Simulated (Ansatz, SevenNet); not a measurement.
For 1T (CdI2-type) TiTe2, the machine-learned potential SevenNet-l3i5 (trained on PBE and PBE+U data) gives:

```
Item                   Value
-------------------  -------
lattice constant a   3.773 Å
lattice parameter c  7.084 Å
```

**Question.** What does r²SCAN (Ansatz, a first-principles code, PAW) give for the same quantities?

**Answer.** 
- lattice constant a: 3.802 Å (goes up by 0.8 %)
- lattice parameter c: 6.906 Å (falls by 2.5 %)

Changes are worked out from the printed values.

Unless a cell is named, each level is at its own relaxed cell (SevenNet-l3i5 29.12, r²SCAN 28.81 Å³/atom).

Caveats: for a layered or molecular solid the relaxed cell lies over 5 % above the published volume, where the minimum can be shallow (r²SCAN); the cell comes from a level without a dispersion term, which matters for the spacing of layers, chains or molecules (r²SCAN). Ansatz's density-functional and Hartree–Fock values are scalar-relativistic unless marked +SOC, with PAW data made under PBE.
